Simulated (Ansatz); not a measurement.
# doublet SiH2O+: levels of theory compared

Aim: a comparison of 6 runs (U-r2SCAN/STO-3G, U-revPBE/STO-3G, U-wB97X/STO-3G, UBHLYP/STO-3G, RPA@PBE/STO-3G, UCCSD/STO-3G) of doublet SiH2O+. 

The calculation is run with Ansatz 0.2.0.

61 further runs of the same task are left out: 9 that didn't finish, 52 set aside as unsound or not needed.

## 1. The structure to begin with

SiH2O+: 4 atoms, total charge +1, spin state doublet. As SMILES of the parent species, `O=[SiH2]`. Geometry: relaxed at PBE0-D4/def2-TZVP. That shape belongs to the parent species and isn't relaxed for this state.

Bond lengths: O1–Si2 1.516 Å, Si2–H3 1.485 Å, Si2–H4 1.486 Å. Angles: O1–Si2–H3 124.0°, O1–Si2–H4 124.0°, H3–Si2–H4 111.9°.

## 2. A single-point energy at U-r2SCAN/STO-3G (run 1)

Input file in.yaml:

```yaml
crystal:
  periodic: [false, false, false]
  atoms:
    - symbol: O
      position_ang: [-0.283200, 0.413500, 1.469500]
    - symbol: Si
      position_ang: [-0.006700, 0.009800, 0.034900]
    - symbol: H
      position_ang: [0.439900, -1.346000, -0.376200]
    - symbol: H
      position_ang: [-0.150000, 0.922700, -1.128300]
basis:
  gaussian: {orbitals: STO-3G}
total_charge: 1
magnetization: {spin_polarized: true, initial_magnetization: 1}
hamiltonian: {xc: r2scan}
accuracy: high
```

On the command line:

```console
$ ansatz run in.yaml --threads 1 --pin off --max-ram 2610MiB --events-out events.jsonl --progress --plain --runs-dir runs
```

What it wrote:

```text
Warning: RAYON_NUM_THREADS=1 ignored (pool sized by the plan → 1); use --threads N
Functional definition: r2SCAN
  name "r2SCAN"
  parameter k0 = 0.174
  parameter k1 = 0.065
  parameter a1 = 4.9479
  exchange = r2scan_x(k0 = k0, k1 = k1, a1 = a1)
  correlation = r2scan_c
267 factors; integrals over basis functions are off by at most 2.6e-8 eV
mean field evaluation 1: about -9808.0439 eV, gradient 4.0e1 eV
mean field evaluation 2: about -9603.3108 eV, gradient 1.4e2 eV
mean field evaluation 4: about -9820.7596 eV, gradient 3.1e1 eV
mean field evaluation 8: about -9826.9030 eV, gradient 2.2e-2 eV
mean field evaluation 16: about -9826.8696 eV, gradient 1.6e-5 eV
mean field -9826.86962452 eV, -361.1307978096 hartree, gradient 1.3e-8 eV, S^2 0.763646; 0 other end points of the search recorded, 0 dependent functions left out
reference -9826.86962516 eV, -361.1307978333 hartree; 12, 11 occupied and 4, 5 virtual orbitals, 267 factors
Total energy: -9826.86962516 eV, -361.1307978333 hartree
```

It took 3.6 s on 1 thread of Arm Neoverse V1, shared host; peak memory 0.19 GiB.

## 3. A single-point energy at U-revPBE/STO-3G (run 2)

in.yaml: that of step 2 with these lines changed.

```diff
@@ -12,6 +12,10 @@
 basis:
-  gaussian: {orbitals: STO-3G}
+  gaussian:
+    orbitals: STO-3G
+accuracy: high
+magnetization:
+  spin_polarized: true
+  initial_magnetization: 1
+hamiltonian:
+  xc: {name: revPBE}
 total_charge: 1
-magnetization: {spin_polarized: true, initial_magnetization: 1}
-hamiltonian: {xc: r2scan}
-accuracy: high
```

On the command line:

```console
$ ansatz run in.yaml --threads 1 --pin off --max-ram 2610MiB --events-out events.jsonl --progress --plain --runs-dir runs
```

What it wrote:

```text
Warning: RAYON_NUM_THREADS=1 ignored (pool sized by the plan → 1); use --threads N
Functional definition: revPBE
  name "revPBE"
  parameter kappa = 1.245
  parameter beta = 0.06672455060314922
  exchange = pbe_x(kappa = kappa, mu = beta*pi^2/3)
  correlation = pbe_c(beta = beta)
267 factors; integrals over basis functions are off by at most 2.6e-8 eV
mean field evaluation 1: about -9806.3849 eV, gradient 4.1e1 eV
mean field evaluation 2: about -9583.2698 eV, gradient 1.4e2 eV
mean field evaluation 4: about -9819.2948 eV, gradient 3.3e1 eV
mean field evaluation 8: about -9826.0929 eV, gradient 4.1e-2 eV
mean field evaluation 16: about -9826.0582 eV, gradient 6.0e-6 eV
mean field -9826.05817326 eV, -361.1009775259 hartree, gradient 6.0e-8 eV, S^2 0.758048; 0 other end points of the search recorded, 0 dependent functions left out
reference -9826.05817516 eV, -361.1009775956 hartree; 12, 11 occupied and 4, 5 virtual orbitals, 267 factors
Total energy: -9826.05817516 eV, -361.1009775956 hartree
```

Wall time 1.3 s (1 thread of Arm Neoverse V1, shared host); peak memory 0.11 GiB.

Runs 3 to 5 aren't shown in full; the table further down has their settings and results.

## 4. The energy at UCCSD/STO-3G (run 6)

Input file molecule.yaml:

```yaml
crystal:
  periodic: [false, false, false]
  atoms:
    - {symbol: O, position_ang: [-0.283200, 0.413500, 1.469500]}
    - {symbol: Si, position_ang: [-0.006700, 0.009800, 0.034900]}
    - {symbol: H, position_ang: [0.439900, -1.346000, -0.376200]}
    - {symbol: H, position_ang: [-0.150000, 0.922700, -1.128300]}
basis:
  gaussian: {orbitals: STO-3G}
scf: {omitted_lower_state_checks: [cluster_reference, increment]}
total_charge: 1
magnetization: {spin_polarized: true, initial_magnetization: 1}
accuracy: high
correlation: {method: ccsd, frozen_orbitals: {H: 0, O: 1, Si: 5}}
```

On the command line:

```console
$ ansatz run molecule.yaml --threads 1 --pin off --max-ram 2610MiB --events-out events.jsonl --progress --plain --runs-dir runs
```

What it wrote:

```text
Warning: RAYON_NUM_THREADS=1 ignored (pool sized by the plan → 1); use --threads N
[... 13 lines left out ...]
6 core orbitals not correlated: weight in the atoms' cores, before any rotation towards them, 1.000 or more for the frozen orbitals, at most 0.000 for the correlated occupied ones
[... 28 lines left out ...]
Total energy: -9807.67419844 eV, -360.4253789124 hartree
Checks for a lower state left out: cluster_reference, increment
```

It took 0.24 s on 1 thread of Arm Neoverse V1, shared host.

## 5. All runs side by side

```tsv
run	level	frozen core orbitals	energy (Eh)	⟨S²⟩	wall time
1	U-r2SCAN/STO-3G	–	-361.130798	0.764	3.6 s
2	U-revPBE/STO-3G	–	-361.100978	0.758	1.3 s
3	U-wB97X/STO-3G	–	-361.151392	0.763	8.1 s
4	UBHLYP/STO-3G	–	-361.152835	0.763	1.5 s
5	RPA@PBE/STO-3G	6	-360.484703	0.758	1.6 s
6	UCCSD/STO-3G	6	-360.425379	0.771	0.24 s
```

## 6. Summary of results

| quantity | value |
| --- | --- |
| run 6: total energy | -360.42538 Eh |
| run 6: correlation energy (6 core orbitals frozen) | -90.0 mEh |
| run 6: ⟨S²⟩ of the reference determinant | 0.771 |
| run 6: T1 diagnostic | 0.035 |

In words: Totals of different functionals can't be ranked against each other. In runs 1, 2, 3, 4, 5, 6 the basis is minimal, so the values are rough. All runs together took 16 s, the longest 8.1 s.
